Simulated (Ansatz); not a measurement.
A run for Ansatz (a first-principles code): U-PBE/def2-TZVPP on CH3 (SMILES [CH3]), 2S+1 = 2, atoms moved off the minimum.

Ansatz 0.2 input:
```yaml
crystal:
  periodic: [false, false, false]
  atoms:
    - {symbol: C, position_ang: [-0.06940408, 0.00496712, -0.00600522]}
    - {symbol: H, position_ang: [1.03280662, -0.17936441, -0.09627358]}
    - {symbol: H, position_ang: [-0.72417721, -0.78998901, -0.04897892]}
    - {symbol: H, position_ang: [-0.40321383, 1.01705937, -0.00950926]}
basis:
  gaussian:
    orbitals: def2-TZVPP
hamiltonian:
  xc: {name: PBE}
magnetization: {spin_polarized: true, initial_magnetization: 1}
output: {forces: true}
```

Output:

```
WARN ansatz: RAYON_NUM_THREADS=1 ignored (pool sized by the plan → 1); use --threads N
Functional definition: PBE
integrals: 0.01 GiB planned
357 factors; their error is unknown
mean field: 0.14 GiB planned
mean field evaluation 1: about -1078.2012 eV, gradient 3.0e1 eV
mean field evaluation 2: about -1074.7743 eV, gradient 3.7e1 eV
mean field evaluation 4: about -1082.6343 eV, gradient 1.6e-1 eV
mean field evaluation 8: about -1082.6253 eV, gradient 2.3e-1 eV
mean field evaluation 16: about -1082.6254 eV, gradient 1.1e-5 eV
mean field -1082.62541073 eV, -39.7857500145 hartree, gradient 1.1e-5 eV, S^2 0.753661; 0 other end points of the search recorded, 0 dependent functions left out
the calculation of the forces begins
reference -1082.62543816 eV, -39.7857510226 hartree; 5, 4 occupied and 68, 69 virtual orbitals, 357 factors
Total energy: -1082.62543816 eV, -39.7857510226 hartree
Atom 0 at    -0.069404     0.004967    -0.006005 Å, force     2.839426     0.888510    -0.118972 eV/Å
Atom 1 at     1.032807    -0.179364    -0.096274 Å, force    -1.036689     0.117251     0.126225 eV/Å
Atom 2 at    -0.724177    -0.789989    -0.048979 Å, force    -1.460381    -1.684209    -0.049818 eV/Å
Atom 3 at    -0.403214     1.017059    -0.009509 Å, force    -0.342356     0.678449     0.042565 eV/Å
Dipole moment:    -0.002968     0.001001    -0.019796 e Å
```

The calculation finished and met its thresholds.

Cost: very roughly 0.4 core-seconds.
